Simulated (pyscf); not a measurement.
Hydrogen abstraction: H₃C–O–SiH₃ + H• → H₃C–O–SiH₂• + H₂

Gas phase, doublet surface, charge 0. Bonds broken: Si3–H7. Bonds formed: H7–H10. PySCF, gas phase, ωB97X-D3(BJ)/def2-SVP geometries.

Transition state (Å):

```xyz
10

C     -1.7630     0.3654    -0.7365
O     -0.7353    -0.3496    -1.3840
Si     0.8568     0.1253    -1.3691
H     -1.8218     1.4111    -1.0924
H     -2.7236    -0.1264    -0.9527
H     -1.6208     0.3795     0.3599
H      1.4209     0.1232     0.1290
H      1.6178    -0.8494    -2.1927
H      1.0089     1.5154    -1.9027
H      1.7844     0.1202     1.2562
```

One imaginary mode, 974i cm⁻¹; descent along it reached the two sides named.

```json
[
 {"bond": "Si3–H7", "change": "breaks", "reactant side (Å)": "1.495", "saddle": "1.601", "product side": "3.2"},
 {"bond": "H7–H10", "change": "forms", "reactant side (Å)": "4.0", "saddle": "1.184", "product side": "0.761"}
]
```

Electronic energies relative to the separated reactants (kcal/mol):

| level | barrier | reaction energy | reverse barrier |
|---|---|---|---|
| ωB97X-D3(BJ)/def2-TZVP | 4.7 | -10.4 | 15.2 |
| PBE/def2-TZVP | -0.4 | -14.3 | 13.9 |
| r²SCAN/def2-TZVP | -1.1 | -15.0 | 13.9 |
| B3LYP-D3(BJ)/def2-TZVP | 0.0 | -14.7 | 14.7 |
| PBE0-D3(BJ)/def2-TZVP | 1.7 | -12.1 | 13.7 |
| M06-2X/def2-TZVP | 5.6 | -13.0 | 18.6 |
| ωB97M-D3(BJ)/def2-TZVP | 4.8 | -10.7 | 15.5 |
| HF/def2-TZVP | 14.0 | -5.3 | 19.3 |

With ωB97M-D3(BJ)/def2-TZVP energies and thermal terms (ideal gas, 1 atm, RRHO with modes under 100 cm⁻¹ raised to 100, one conformer, R ln 2 for chiral ones without a mode under 150 cm⁻¹), in kcal/mol:

```csv
T (K),ΔH‡,ΔG‡,ΔH,ΔG
298,3.2,9.4,-10.0,-11.3
600,3.0,15.8,-9.9,-12.7
900,2.9,22.3,-10.4,-14.0
1200,2.8,28.8,-11.0,-15.1
```

At PBE, r²SCAN this geometry lies under the reactants; that is no barrier but a single point on another level's saddle; such a level's own saddle, if it has one, lies nearer that side and is low. H₃C–O–SiH₃ lies 23.7 kcal/mol over its isomer H₃C–SiH₂–OH (electronic energy, ωB97M-D3(BJ)/def2-TZVP). This is the saddle that the search found; another between the same sides may lie lower. The angle at the transferred H is 177°.
